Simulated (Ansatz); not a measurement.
The input, for Ansatz 0.2.0:

```yaml
crystal:
  periodic: [false, false, false]
  atoms:
    - {symbol: B, position_ang: [0.000000, 0.000000, 0.043923]}
    - {symbol: N, position_ang: [0.000000, 0.000000, -1.261739]}
    - {symbol: H, position_ang: [0.000000, 0.000000, 1.217815]}
basis:
  gaussian: {orbitals: cc-pVDZ}
total_charge: 1
magnetization: {spin_polarized: false}
correlation: {method: ccsdt_q, electrons: outside_noble_gas}
```

```sh
$ ansatz run in.yaml --threads 1 --pin off --events-out ev --progress --plain --max-ram 2816MiB --backend cpu
```

Output:

```
574 factors; integrals over basis functions are off by at most 1.9e-7 eV
mean field evaluation 1: about -2154.1073 eV, gradient 2.1e1 eV
mean field evaluation 2: about -2154.1077 eV, gradient 2.1e1 eV
mean field evaluation 4: about -2155.3000 eV, gradient 1.3e0 eV
mean field evaluation 8: about -2155.3087 eV, gradient 5.1e-4 eV
mean field evaluation 16: about -2152.9509 eV, gradient 2.4e1 eV
mean field evaluation 32: about -2151.1968 eV, gradient 2.8e0 eV
mean field evaluation 64: about -2155.3087 eV, gradient 1.1e-2 eV
mean field -2155.30868338 eV, -79.2061331937 hartree, gradient 1.4e-6 eV, S^2 0.000000; 4 other end points of the search recorded, 0 dependent functions left out; unrestricted orbitals would lower it
unrestricted determinant -2156.98288067 eV, -79.2676588089 hartree, S^2 1.0064
2 core orbitals not correlated: weight in the atoms' cores, before any rotation towards them, 1.000 or more for the frozen orbitals, at most 0.000 for the correlated occupied ones
reference -2155.30868338 eV, -79.2061331937 hartree; 4, 4 occupied and 27, 27 virtual orbitals, 574 factors
second order -4.34893569 eV of doubles, -0.00000000 eV of singles
cycle   1  -4.98450073 eV  change   -6.4e-1 eV  update   7.2e-2
cycle   2  -5.36100743 eV  change   -3.8e-1 eV  update   3.8e-2
cycle   3  -5.50264742 eV  change   -1.4e-1 eV  update   2.5e-2
...
cycle  18  -5.74960437 eV  change    8.6e-5 eV  update   3.4e-4
cycle  19  -5.74944766 eV  change    1.6e-4 eV  update   2.2e-4
cycle  20  -5.74979310 eV  change   -3.5e-4 eV  update   8.5e-5
cycle  21  -5.74995719 eV  change   -1.6e-4 eV  update   4.4e-5
cycle  22  -5.75014620 eV  change   -1.9e-4 eV  update   2.5e-5
cycle  23  -5.75017993 eV  change   -3.4e-5 eV  update   8.3e-6
cycle  24  -5.75019793 eV  change   -1.8e-5 eV  update   4.3e-6
cycle  25  -5.75020119 eV  change   -3.3e-6 eV  update   1.8e-6
cycle  26  -5.75020286 eV  change   -1.7e-6 eV  update   6.8e-7
cycle  27  -5.75020285 eV  change    1.5e-8 eV  update   3.5e-7
perturbative correction -0.06570835 eV, -0.0024147373 hartree
WARN: these amplitudes may be one of several solutions (largest doubles amplitude 0.84, level shift 0.00 eV)
Total energy: -2161.12459458 eV, -79.4198639879 hartree
```

Ran on 1 thread of AMD EPYC 7R13, shared host: 2 s wall, 0.16 GiB peak host memory.
